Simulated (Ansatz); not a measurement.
# CHSi (quartet): RPA-PBE over a scan of the distance C2–H3, 6-31G

Aim: run CHSi (quartet) with these functionals over a scan of the distance C2–H3, and hold them against the top wave-function level at the same points.

Method: 6-31G, all electrons in the functionals, frozen cores in the correlation of double hybrids and RPA; program: Ansatz 0.2.0, Gaussian basis.

To be run: RPA-PBE, at 0.862 Å; 0.983 Å; 1.096 Å; 1.175 Å; 1.322 Å; 1.530 Å; 1.780 Å; 2.025 Å; 2.441 Å; 2.895 Å; 3.752 Å.

18 further runs of the same task are left out: 2 for a mislabelled method, 13 that didn't finish, 3 set aside as unsound or not needed.

## (1) The geometry

The geometry derives from a PBE0/def2-TZVP stationary point (not a proven minimum). One bond is set to the value named and the two fragments are kept rigid.

3 atoms, charge 0, spin multiplicity 4.

Atoms are counted from 1 here; the program's logs count them from 0.

Bond lengths: Si1–C2 1.893 Å, C2–H3 1.096 Å. Angles: Si1–C2–H3 133.1°.

No dispersion term is added.

The geometry shown and the zero of energy belong to the point 1.096 Å. The yardstick, FCI, and other wave-function levels (R restricted, U unrestricted, valence and pair active spaces) come from earlier runs.

## (2) RPA-PBE, 0.862 Å

The input, in.yaml:

```yaml
crystal:
  periodic: [false, false, false]
  atoms:
    - {symbol: Si, position_ang: [0.000000, 0.036391, 0.612975]}
    - {symbol: C, position_ang: [0.000000, -0.123185, -1.272812]}
    - {symbol: H, position_ang: [0.000000, 0.453893, -1.913143]}
basis:
  gaussian: {orbitals: 6-31G}
magnetization: {spin_polarized: true, initial_magnetization: 3}
hamiltonian: {xc: {name: PBE}}
correlation: {method: rpa, electrons: outside_noble_gas}
```

Command:

```bash
$ ansatz run in.yaml --threads 1 --pin off --events-out ev --progress --plain --max-ram 2393MiB
```

The runs that follow: RPA-PBE, 0.983 Å; RPA-PBE, 1.096 Å; RPA-PBE, 1.175 Å; RPA-PBE, 1.322 Å; RPA-PBE, 1.530 Å; RPA-PBE, 1.780 Å; RPA-PBE, 2.025 Å; RPA-PBE, 2.441 Å; RPA-PBE, 2.895 Å; RPA-PBE, 3.752 Å.

Q: Predict the results of all the runs planned. Wanted: span of the FCI curve; largest miss, RPA-PBE.

As calculated:

```
             quantity                    value
span of the FCI curve            57.4 kcal/mol
largest miss, RPA-PBE  -1.2 kcal/mol (1.530 Å)
```

In words: RPA-PBE strays by up to 1.2 kcal/mol, at 1.530 Å. Functionals and the yardstick converge differently with the basis, so part of each miss in 6-31G is the basis.
